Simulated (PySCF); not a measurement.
Species: ethynylaluminium, C₂HAl (singlet state).
Structure used (PBE0-D3(BJ)/def2-TZVP), in Å, numbered top down from 1:
```xyz
4
C2HAl angstrom
C     -0.8039   -0.0717   -0.0377
C      0.3793    0.0111   -0.3037
Al     2.2952    0.1395   -0.7329
H     -1.8431   -0.1404    0.1947
```

Theory: PBE0-D3(BJ)/def2-TZVP geometry optimisation, gas phase in PySCF.

Take the most abundant isotopes and a rigid rotor. 

Q: What are the moment of inertia and the rotational constant?

A: I = 102.230 u·Å², B = 505379 MHz·u·Å²/I = 4944 MHz (0.1649 cm⁻¹, or 0.237 K as hB/k).

Q: List the first levels of a rigid rotor in a Σ state.

A: E(J) = BJ(J+1): J = 1: 0.330, J = 2: 0.989, J = 3: 1.979, J = 4: 3.298, J = 5: 4.947, J = 6: 6.926 cm⁻¹.

Q: Where do the first rotational lines fall?

A: The dipole is 0.78 D; J+1 ← J lies at 2B(J+1): 1 ← 0 at 9.89 GHz, 2 ← 1 at 19.77 GHz, 3 ← 2 at 29.66 GHz, 4 ← 3 at 39.55 GHz, 5 ← 4 at 49.44 GHz, 6 ← 5 at 59.32 GHz.

Stationary, but not proved a minimum. These are rigid-rotor constants of the computed structure; measured ground-state constants (B0) also hold zero-point vibration.
